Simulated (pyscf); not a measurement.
## Concerted two-bond exchange: •HC=C=NH + H₂ → •H₂C–C≡N + H₂

Gas phase, doublet surface, charge 0. Bonds broken: N3–H6, H4–H7. Bonds formed: C1–H4, H6–H7. Structures and frequencies: ωB97X-D3(BJ)/def2-SVP in PySCF.

Transition state (Å):

```xyz
7

C     -1.2929    -0.7288     0.4376
C     -0.9855     0.5519     0.5407
N     -0.3734     1.4673     0.0129
H     -0.4882    -0.7609    -0.8104
H     -1.8510    -1.5117     0.9420
H      0.0405     0.7794    -0.9300
H      0.0662    -0.2217    -1.4182
```

One imaginary mode, 1818i cm⁻¹; descent along it reached the two sides named.

```csv
bond,change,reactant side (Å),saddle,product side
N3–H6,breaks,1.026,1.238,3.0
H4–H7,breaks,0.761,0.984,3.0
C1–H4,forms,3.2,1.485,1.092
H6–H7,forms,2.7,1.114,0.761
```

Electronic energies relative to the separated reactants (kcal/mol):

| level | barrier | reaction energy | reverse barrier |
|---|---|---|---|
| ωB97X-D3(BJ)/def2-TZVP | 34.9 | -32.3 | 67.2 |
| PBE/def2-TZVP | 25.8 | -28.1 | 53.9 |
| r²SCAN/def2-TZVP | 27.5 | -29.8 | 57.3 |
| B3LYP-D3(BJ)/def2-TZVP | 32.5 | -30.2 | 62.7 |
| PBE0-D3(BJ)/def2-TZVP | 29.5 | -29.9 | 59.4 |
| M06-2X/def2-TZVP | 36.6 | -31.3 | 68.0 |
| ωB97M-D3(BJ)/def2-TZVP | 34.1 | -31.6 | 65.7 |
| HF/def2-TZVP | 55.0 | -36.7 | 91.7 |

With ωB97M-D3(BJ)/def2-TZVP energies and thermal terms (ideal gas, 1 atm, RRHO with modes under 100 cm⁻¹ raised to 100, one conformer, R ln 2 for chiral ones without a mode under 150 cm⁻¹), in kcal/mol:

| T (K) | ΔH‡ | ΔG‡ | ΔH | ΔG |
|---|---|---|---|---|
| 298 | 33.6 | 42.3 | -31.0 | -30.8 |
| 600 | 32.2 | 51.8 | -31.3 | -30.4 |
| 900 | 31.9 | 61.7 | -31.5 | -29.8 |
| 1200 | 32.1 | 71.6 | -31.6 | -29.2 |

This is the saddle that the search found; another between the same sides may lie lower.
